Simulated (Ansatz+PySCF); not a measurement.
Values are calculated unless marked as measured or tabulated.
## Several solutions for singlet CH(+)

```xyz
2

C     0.0000    0.0000   -0.1967
H     0.0000    0.0000    1.1800
```

Basis set: 6-31G (spherical functions). Charge 1, multiplicity 1.

PBE0 (unrestricted) was run from several starts with Ansatz (development build ahead of 0.2.0) and PySCF 2.14.0.

```csv
run,program,start,converged,energy (hartree),<S²>
A,Ansatz,stability test followed,yes,-37.99861,0.35
B,Ansatz,"atomic start, no search",yes,-37.99556,0.00
C,Ansatz,search for the lowest state,yes,-37.99861,0.35
D,PySCF,program defaults,yes,-37.99556,0.00
```

Task: Which runs reached the lowest solution of this kind, and what is wrong with the others?

Result: A, C reached the lowest solution found. Converged but too high: B by 0.08 eV, D by 0.08 eV. Convergence only shows a stationary point, and even a stable one can lie too high; stability tests and further starts are what find lower ones. Caution: the unrestricted determinant is spin contaminated.
